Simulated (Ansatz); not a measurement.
Mulliken charges of C₂H₆Al, SMILES `[CH3][Al][CH3]` radical from r2SCAN/def2-TZVPP in Ansatz (PBE0-D4/def2-TZVP geometry).

```json
{"atom": "C1", "x (Å)": "-0.811", "y (Å)": "1.131", "z (Å)": "-0.941", "charge (e)": "-0.370"}
{"atom": "Al2", "x (Å)": "0.731", "y (Å)": "0.706", "z (Å)": "0.212", "charge (e)": "0.352"}
{"atom": "C3", "x (Å)": "0.877", "y (Å)": "-1.111", "z (Å)": "0.958", "charge (e)": "-0.371"}
{"atom": "H4", "x (Å)": "-1.468", "y (Å)": "0.264", "z (Å)": "-1.069", "charge (e)": "0.065"}
{"atom": "H5", "x (Å)": "-0.482", "y (Å)": "1.461", "z (Å)": "-1.932", "charge (e)": "0.065"}
{"atom": "H6", "x (Å)": "-1.402", "y (Å)": "1.950", "z (Å)": "-0.520", "charge (e)": "0.064"}
{"atom": "H7", "x (Å)": "0.915", "y (Å)": "-1.838", "z (Å)": "0.137", "charge (e)": "0.063"}
{"atom": "H8", "x (Å)": "-0.022", "y (Å)": "-1.338", "z (Å)": "1.544", "charge (e)": "0.063"}
{"atom": "H9", "x (Å)": "1.749", "y (Å)": "-1.270", "z (Å)": "1.594", "charge (e)": "0.070"}
```

By hand: the dipole of these point charges (1 e Å = 4.8032 D).

Σ q r = (0.194, 0.190, 0.057) e Å, of length 0.277 e Å = 1.33 D.

How does the dipole of the full density compare? (Best estimate.)

Ansatz gave: (-0.063, -0.063, -0.018) e Å, 0.44 D; the point charges give 3.02 times that, at 179° from its direction, so they point the opposite way.

Point charges leave out the atoms' own dipoles, such as those of lone pairs, and Mulliken's split depends on the basis, so the two needn't agree.
